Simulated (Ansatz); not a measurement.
Reaction (substitution at a C–C bond): `OCC(F)(F)F` + CH₃SH → `CSC(F)(F)F` + CH₃OH

Computed with Ansatz on PBE0-D4/def2-TZVP structures; ΔE is electronic, products minus reactants. CCSD(T)/CBS adds triple-zeta CCSD(T) − MP2 to the extrapolated MP2 energy (def2 sets, frozen cores). This one scheme is used for every species. DFT in def2-TZVPP. Each species was taken in one conformer, which may not be the lowest.

```
     species  RPA@PBE/def2-TZVPP energy (Eh)
`OCC(F)(F)F`                      -452.78266
       CH₃SH                      -438.36377
`CSC(F)(F)F`                      -775.36367
       CH₃OH                      -115.76715
```

(1) Work out ΔE.

Largest T1 diagnostic among the species: 0.012.

## Answers

(1) ΔE = (-775.36367) + (-115.76715) − (-452.78266) − (-438.36377) = 0.01561 Eh = +9.8 kcal/mol. CCSD(T)/CBS gives +8.8 kcal/mol.

From PBE to PBE0 (25 % exact exchange), in def2-TZVPP and without D4, ΔE moves by +1.6 kcal/mol. Leaving LDA and LC-ωPBE aside and taking each functional with its dispersion term where it has one, the values, not all of them listed here, spread over 3.6 kcal/mol, from revPBE-D4 to BHLYP-D4. LDA lies +1.2 kcal/mol from PBE without D4.
